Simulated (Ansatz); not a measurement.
Relaxation of AlBH$_{5}$S (8 atoms, charge 1, multiplicity 1), to a largest force component of 0.02 eV/Å in at most 40 steps.

Theory: Ansatz, RKS PBE0/def2-SVP.

```xyz
8
Properties=species:S:1:pos:R:3
B -1.229 1.099 -1.236
Al -0.044 0.579 0.351
S 0.938 -1.716 0.343
H -1.390 0.339 -2.121
H -1.769 2.140 -1.307
H 0.651 0.856 1.700
H 2.187 -1.320 0.639
H 0.656 -1.977 1.631
```

Task: Where does it end, and by what steps?

Result: The forces met the threshold. The force dipped under the threshold on the way, but the program's further checks kept it going. After 28 steps the energy has fallen by 0.293 eV; H7 moved furthest, 1.75 Å.

| step | energy less start (eV) | largest force component (eV/Å) | accepted |
| --- | --- | --- | --- |
| 0 | 0.0000 | 0.716 | yes |
| 1 | -0.1168 | 0.374 | yes |
| 2 | -0.1473 | 0.416 | yes |
| 3 | -0.1541 | 0.085 | yes |
| 4 | -0.1552 | 0.052 | yes |
| 5 | -0.1557 | 0.019 | yes |
| 6 | -0.1559 | 0.017 | yes |
| 7 | -0.1562 | 0.022 | yes |
| 8 | -0.1570 | 0.060 | yes |
| 9 | -0.1561 | 0.231 | no |
| 10 | -0.1596 | 0.070 | yes |
| 11 | -0.1610 | 0.165 | yes |
| 12 | -0.1762 | 0.116 | yes |
| 13 | -0.1834 | 0.404 | yes |
| 14 | -0.1848 | 0.563 | yes |
| 15 | -0.2242 | 0.328 | yes |
| 16 | -0.2424 | 0.119 | yes |
| 17 | -0.2578 | 0.060 | yes |
| 18 | -0.2510 | 0.832 | no |
| 19 | -0.2637 | 0.071 | yes |
| 20 | -0.2680 | 0.216 | yes |
| 21 | -0.2511 | 0.660 | no |
| 22 | -0.2738 | 0.114 | yes |
| 23 | -0.2779 | 0.083 | yes |
| 24 | -0.2810 | 0.283 | yes |
| 25 | -0.2898 | 0.045 | yes |
| 26 | -0.2912 | 0.135 | yes |
| 27 | -0.2926 | 0.028 | yes |
| 28 | -0.2928 | 0.010 | yes |

```xyz
8
Properties=species:S:1:pos:R:3
B -0.968 1.033 -1.263
Al -0.025 0.738 0.612
S 0.433 -1.661 0.974
H -0.313 1.249 -2.250
H -2.169 0.973 -1.350
H 0.502 1.339 1.965
H 0.879 -2.077 -0.237
H 1.660 -1.594 1.548
```

Whether the end is a true minimum wasn't checked by a vibrational analysis.

Time of the run: 62 s on 1 thread of Arm Neoverse V2, on a shared host, peak memory 0.14 GiB.
